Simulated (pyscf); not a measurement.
This saddle point was located with ωB97X-D3(BJ)/def2-SVP in PySCF.

```xyz
7

Ge    -1.4539    -0.4688     0.1620
H     -0.3110     0.5881     1.3978
H     -0.6211    -1.7787     0.0986
H     -2.4954    -0.5058    -1.0095
O     -0.2092     0.7862    -0.7317
H      0.0602     0.8757     0.4543
H      0.4661     0.3913    -1.3029
```
Charge 0, spin multiplicity 2.

Surface: doublet, charge 0. Lowest wavenumbers (cm⁻¹): 1443i, 292, 499, 529, 619.

Q: Which two sides does it connect, and which bonds change?

A: GeH₃• + water (H₂O) <-> HO–GeH₂• + hydrogen (H₂), a four-centre exchange read from left to right: Ge–H, H–O broken and Ge–O, H–H formed. At ωB97M-D3(BJ)/def2-TZVP it lies +150.0 kJ/mol from the left side and +155.6 kJ/mol from the right (each side as separated species at their lowest minima found). At the saddle there is also a short Ge–H contact that neither side keeps. One saddle was located; it need not be the lowest between these sides. Elements up to Kr have no core potential and no relativistic terms here.
